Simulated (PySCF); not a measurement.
BF3, SMILES FB(F)F (connectivity only; charge and spin as stated), charge -1, multiplicity 2. Atoms are numbered in the order given.

```xyz
4

B      0.0000     0.0000    -0.3874
F      1.1598     0.6696     0.0717
F      0.0000    -1.3392     0.0717
F     -1.1598     0.6696     0.0717
```
Charge -1, spin multiplicity 2.

Geometry: ωB97X-D3(BJ)/def2-SVPD. The spin state was assumed, not searched. The isomer is the one that the SMILES or the coordinates give; other isomers of the formula were not compared.

Two levels are set side by side: PBE/pcH-1 (PySCF) and B3LYP/pcH-1 (PySCF). Contact hyperfine couplings, same geometry. Differences are taken from unrounded values.

```csv
quantity,B3LYP
"A(iso) of 11B, atom B1 (MHz)",518.8
"A(iso) of 19F, atom F2 (MHz)",496.2
"A(iso) of 19F, atom F3 (MHz)",496.3
"A(iso) of 19F, atom F4 (MHz)",496.2
```

Problem. What does PBE give, and how far is it from B3LYP? (Estimate from the structure and the level; the computed values follow.)

Solution. 
| quantity | PBE | PBE minus B3LYP |
|---|---|---|
| A(iso) of 11B, atom B1 (MHz) | 486.9 | -31.9 |
| A(iso) of 19F, atom F2 (MHz) | 481.1 | -15.1 |
| A(iso) of 19F, atom F3 (MHz) | 481.2 | -15.1 |
| A(iso) of 19F, atom F4 (MHz) | 481.1 | -15.1 |

Rough cost on one machine, each run with all the roots and properties that it gave: B3LYP against PBE within a factor of 2.
